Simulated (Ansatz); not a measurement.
# C2H3N: geometry and frequencies at several levels

An exercise on one series of results from a longer session: the logs are not shown, and one member is left open.

Program: Ansatz 0.2.0. Level of theory: the levels named in each step. These are calculated values, not measurements.

### The structure to begin with

Bond lengths: C1–N2 1.162 Å, N2–C3 1.396 Å, C3–H4 1.091 Å, C3–H5 1.091 Å, C3–H6 1.092 Å. Angles: C1–N2–C3 179.7°, N2–C3–H4 109.5°, N2–C3–H5 109.5°, N2–C3–H6 109.3°, H4–C3–H5 109.6°, H4–C3–H6 109.5°, H5–C3–H6 109.5°.

Structure file:

```xyz
6

C     1.3596    0.0179    0.0151
N     0.1983    0.0047    0.0019
C    -1.1979   -0.0174   -0.0131
H    -1.5427   -0.7531   -0.7412
H    -1.5682   -0.2831    0.9783
H    -1.5717    0.9709   -0.2887
```

The first run:

The input, input.yaml:

```yaml
crystal:
  periodic: [false, false, false]
  atoms:
    - { symbol: C, position_ang: [1.35962, 0.01787, 0.01514] }
    - { symbol: "N", position_ang: [0.19825, 0.00466, 0.00195] }
    - { symbol: C, position_ang: [-1.19786, -0.01743, -0.01313] }
    - { symbol: H, position_ang: [-1.54269, -0.75314, -0.74116] }
    - { symbol: H, position_ang: [-1.5682, -0.28313, 0.97826] }
    - { symbol: H, position_ang: [-1.57173, 0.97094, -0.28873] }
basis:
  gaussian: { orbitals: def2-SVP }
hamiltonian:
  xc: pbe
  dispersion: d4
relax:
  f_tol: 0.03
  max_steps: 200
```

Started as:

```bash
ansatz run input.yaml --threads 2 --pin off --max-ram 5120MiB --backend cpu --events-out ev --progress --plain --runs-dir out
```

Among the steps run: A rough first relaxation, PBE-D4/def2-SVP; Relaxation, PBE0-D4/def2-TZVPP; Frequencies, PBE0-D4/def2-TZVPP; Relaxation, PBE-D4/def2-TZVPP; Frequencies, PBE-D4/def2-TZVPP; Relaxation, r2SCAN-D4/def2-TZVPP; Frequencies, r2SCAN-D4/def2-TZVPP; Relaxation, B3LYP-D4/def2-TZVPP; Frequencies, B3LYP-D4/def2-TZVPP; Relaxation, B2PLYP/def2-TZVPP.

One of the session's tables, all rows but one given; the rest of the session is left out.

| level | C1–N2 (Å) | N2–C3 (Å) | dipole (D) | highest frequency (cm⁻¹) |
| --- | --- | --- | --- | --- |
| PBE0-D4/def2-TZVPP | 1.1641 | 1.4094 | 3.89 | 3146 |
| PBE-D4/def2-TZVPP | 1.1772 | 1.4169 | 3.94 | 3054 |
| r2SCAN-D4/def2-TZVPP | 1.1686 | 1.4138 | 3.97 | 3124 |
| B3LYP-D4/def2-TZVPP | ? | ? | ? | ? |
| B2PLYP/def2-TZVPP | 1.1698 | 1.4204 | 3.97 | - |

Q: Estimate the row for B3LYP-D4/def2-TZVPP from the others.

The run gave: C1–N2 (Å): 1.1646; N2–C3 (Å): 1.4180; dipole (D): 3.90; highest frequency (cm⁻¹): 3120. In the column «C1–N2 (Å)» it lies between PBE0-D4/def2-TZVPP (1.1641) and r2SCAN-D4/def2-TZVPP (1.1686).
